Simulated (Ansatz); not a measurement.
Species: C$_{2}$H$_{5}$Cl, SMILES `C(Cl)C` (charge 0, multiplicity 1), formula C₂H₅Cl.

Problem. How many basis functions does Ansatz (a quantum-chemistry and plane-wave program) with frozen-core CCSD(T)/def2-TZVPP // B3LYP-D3(BJ)/def2-TZVP use, how many core orbitals are frozen, and how many electrons are correlated?

Solution. 174 basis functions and 7 frozen orbitals, which leaves 20 correlated electrons. Core time is of the order of seconds.
